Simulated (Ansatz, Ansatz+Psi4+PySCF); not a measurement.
```xyz
2

N     0.0000    0.0000   -0.6039
N     0.0000    0.0000    0.6039
```

Basis set: cc-pVTZ (spherical functions). Left uncorrelated: 2 orbitals. Charge 0, multiplicity 1.

Computed with Ansatz (development build ahead of 0.2.0); the reference of a correlated method needn't be the lowest determinant of its kind. Restricted open shells among the atoms or ions are ROHF, correlated in semicanonical orbitals with singles.

(1) Give the atomization energy at this shape (free ground-state atoms in the same class of orbitals less the molecule, no zero-point energy) of singlet N2 by RHF-CCSD(T), UHF-CCSD(T).

## Answers

(1)

```tsv
method	atomization energy
RHF-CCSD(T)	847.5 kJ/mol
UHF-CCSD(T)	841.5 kJ/mol
```

Caution: the reference determinant was not shown to be the lowest; the shape is not the minimum. Caution for UHF-CCSD(T): another reference gives a lower total.
